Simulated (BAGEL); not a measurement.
# HF/STO-3G (density fitting with qzvpp-jkfit) run of SiH3F (SiFH3)

Aim: the vertical ionisation energy of SiH3F (SiFH3) at HF/STO-3G (density fitting with qzvpp-jkfit), from 2 runs. 

The calculation is run with BAGEL 1.2.2.

1 further run of the same task is left out (it didn't finish).

### Step 1. The system as given

The species is SiH3F (5 atoms), meant as a singlet with charge 0. As SMILES, `[H][Si]([H])([H])F`. The coordinates come from a GFN2-xTB relaxation.

Bond lengths: Si1–F2 1.606 Å, Si1–H3 1.454 Å, Si1–H4 1.454 Å, Si1–H5 1.454 Å. Angles: F2–Si1–H3 105.1°, F2–Si1–H4 105.2°, F2–Si1–H5 105.1°, H3–Si1–H4 113.4°, H3–Si1–H5 113.5°, H4–Si1–H5 113.4°.

### Step 2. A single-point energy at HF/STO-3G (density fitting with qzvpp-jkfit)

The input, input.json:

```json
{ "bagel": [

{
  "title": "molecule",
  "basis": "sto-3g",
  "df_basis": "qzvpp-jkfit",
  "angstrom": true,
  "geometry": [
    { "atom": "Si", "xyz": [   -0.000700,    0.001210,   -0.093590 ] },
    { "atom": "F", "xyz": [    0.010860,   -0.019140,    1.511980 ] },
    { "atom": "H", "xyz": [    1.400270,    0.011030,   -0.482220 ] },
    { "atom": "H", "xyz": [   -0.709280,    1.218920,   -0.453380 ] },
    { "atom": "H", "xyz": [   -0.701150,   -1.212020,   -0.482790 ] }
  ]
},
{
  "title": "hf"
},
{
  "title": "print",
  "file": "orbitals.molden",
  "orbitals": true
}

]}
```

Command:

```console
$ BAGEL_NUM_THREADS=1 BAGEL input.json > input.out
```

Standard output:

```text
* using 1 threads per process

  ===============================================================
  ===============================================================

  *** Geometry ***

  { "atom" : "Si", "xyz" : [     -0.001323,      0.002287,     -0.176859 ] },
  { "atom" : "F", "xyz" : [      0.020522,     -0.036169,      2.857228 ] },
  { "atom" : "H", "xyz" : [      2.646127,      0.020844,     -0.911264 ] },
  { "atom" : "H", "xyz" : [     -1.340345,      2.303425,     -0.856764 ] },
  { "atom" : "H", "xyz" : [     -1.324981,     -2.290386,     -0.912341 ] },

  Number of auxiliary basis functions:      259

  Since a DF basis is specified, we compute 2- and 3-index integrals:
    o Being stored without compression. Storage requirement is 0.001 GB

  Number of basis functions:       17
  Number of electrons      :       26

    * METHOD: MOLECULE                             0.10

  *** RHF ***

  === Nuclear Repulsion ===
    63.3395690178

      * DIIS with orbital gradients will be used.

  === RHF iteration (sto-3g) ===
      0       -385.33786156          0.01897385           0.01
      1       -385.38494303          0.00310955           0.01
      2       -385.38655114          0.00100917           0.01
      3       -385.38677924          0.00012758           0.01
      4       -385.38678273          0.00001374           0.01
      5       -385.38678275          0.00000135           0.01
      6       -385.38678275          0.00000011           0.02
      7       -385.38678275          0.00000001           0.01
    * SCF iteration converged.

    * Permanent dipole moment:
           (    0.004146,    -0.007170,     0.551756) a.u.

    * METHOD: HF                                   0.19

    * METHOD: PRINT                                0.00

  ===============================================================
```

Run time: 0.74 s. Hardware: 1 thread of Intel Xeon at 2.50GHz (Skylake/Cascade Lake), shared host.

### Step 3. The doublet cation, same level

The input, input.json:

```json
{ "bagel": [

{
  "title": "molecule",
  "basis": "sto-3g",
  "df_basis": "qzvpp-jkfit",
  "angstrom": "true",
  "geometry": [
    { "atom": "Si", "xyz": [      -0.000700,       0.001210,      -0.093590 ] },
    { "atom": "F", "xyz": [       0.010860,      -0.019140,       1.511980 ] },
    { "atom": "H", "xyz": [       1.400270,       0.011030,      -0.482220 ] },
    { "atom": "H", "xyz": [      -0.709280,       1.218920,      -0.453380 ] },
    { "atom": "H", "xyz": [      -0.701150,      -1.212020,      -0.482790 ] }
  ]
},

{ "title": "uhf", "charge": 1, "nopen": 1 },

{ "title": "print", "file": "orbitals.molden", "orbitals": "true" }

]}
```

Command:

```console
$ BAGEL_NUM_THREADS=1 BAGEL input.json > input.out
```

Standard output:

```text
* using 1 threads per process

  ===============================================================
  ===============================================================

  *** Geometry ***

  { "atom" : "Si", "xyz" : [     -0.001323,      0.002287,     -0.176859 ] },
  { "atom" : "F", "xyz" : [      0.020522,     -0.036169,      2.857228 ] },
  { "atom" : "H", "xyz" : [      2.646127,      0.020844,     -0.911264 ] },
  { "atom" : "H", "xyz" : [     -1.340345,      2.303425,     -0.856764 ] },
  { "atom" : "H", "xyz" : [     -1.324981,     -2.290386,     -0.912341 ] },

  Number of auxiliary basis functions:      259

  Since a DF basis is specified, we compute 2- and 3-index integrals:
    o Being stored without compression. Storage requirement is 0.001 GB

  Number of basis functions:       17
  Number of electrons      :       26

    * METHOD: MOLECULE                             0.12

  *** Open-shell HF ***

  === Nuclear Repulsion ===
    63.3395690178

      * DIIS with orbital gradients will be used.

  === UHF iteration (sto-3g) ===
      0       -384.92524385          0.04777799           0.01
      1       -385.01184982          0.02980845           0.01
      2       -385.03859239          0.01234512           0.02
      3       -385.05342574          0.01264478           0.01
      4       -385.05264626          0.01267027           0.01
      5       -385.04842959          0.03313043           0.01
      6       -385.08130353          0.01415005           0.01
      7       -385.08775084          0.00247356           0.01
      8       -385.08845801          0.00023982           0.01
      9       -385.08851225          0.00062786           0.01
     10       -385.08855888          0.00013332           0.01
     11       -385.08856465          0.00010072           0.01
     12       -385.08856303          0.00004669           0.02
     13       -385.08856826          0.00001363           0.01
     14       -385.08856994          0.00000465           0.01
     15       -385.08857011          0.00000130           0.01
[... 23 lines of this table left out ...]
     39       -385.08857011          0.00000041           0.02
     40       -385.08857011          0.00000009           0.03
     41       -385.08857011          0.00000026           0.02
     42       -385.08857011          0.00000007           0.01
     43       -385.08857011          0.00000006           0.02
     44       -385.08857011          0.00000012           0.01
     45       -385.08857011          0.00000002           0.01
     46       -385.08857011          0.00000000           0.01
    * SCF iteration converged.

    * S^2 (UHF) is 0.7541

    * Permanent dipole moment:
           (    0.042424,    -0.059934,    -0.147200) a.u.

    * METHOD: UHF                                  0.81

    * METHOD: PRINT                                0.00

  ===============================================================
```

Wall time 1.5 s (1 thread of Intel Xeon at 2.50GHz (Skylake/Cascade Lake), shared host).

### Step 4. Results

At HF/STO-3G (density fitting with qzvpp-jkfit):

| quantity | value |
| --- | --- |
| singlet SiH3F: total energy | -385.38678 Eh |
| singlet SiH3F: dipole moment | 1.40 D |
| singlet SiH3F: HOMO energy | -10.37 eV |
| singlet SiH3F: LUMO energy | 12.83 eV |
| singlet SiH3F: HOMO–LUMO gap | 23.19 eV |
| doublet cation: total energy | -385.08857 Eh |
| doublet cation: ⟨S²⟩ | 0.754 |
| vertical ionisation energy (to the doublet cation) | 8.115 eV |

In words: Removing an electron at fixed nuclei costs 8.11 eV (187 kcal/mol). −ε(HOMO) before ionisation, 10.37 eV, is 2.25 eV above this ionisation energy. In a minimal basis such a difference can be off by several eV, whatever the method.
